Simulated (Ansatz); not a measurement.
Two shapes of doublet SiH3.

Shape 1:

```xyz
4

Si    0.0000    0.0000    0.0731
H     1.3105    0.0000   -0.3412
H    -0.6552    1.1349   -0.3412
H    -0.6552   -1.1349   -0.3412
```

Shape 2:

```xyz
4

Si   -0.0100   -0.0008    0.0791
H     1.4176    0.0053   -0.3659
H    -0.7138    1.2317   -0.3806
H    -0.7144   -1.2348   -0.3806
```

Basis set: def2-TZVP (spherical functions). Correlated methods keep 5 orbitals frozen. Charge 0, multiplicity 2.

Computed with Ansatz (development build ahead of 0.2.0); each method stands on the lowest determinant of its kind that the runs found.

Question: Which shape is lower in energy, and by how much in each method?

Answer:

| method | E(2) − E(1) (eV) |
| --- | --- |
| UHF | -0.338 |
| UHF-MP2 | -0.342 |

Shape 2 is lower.
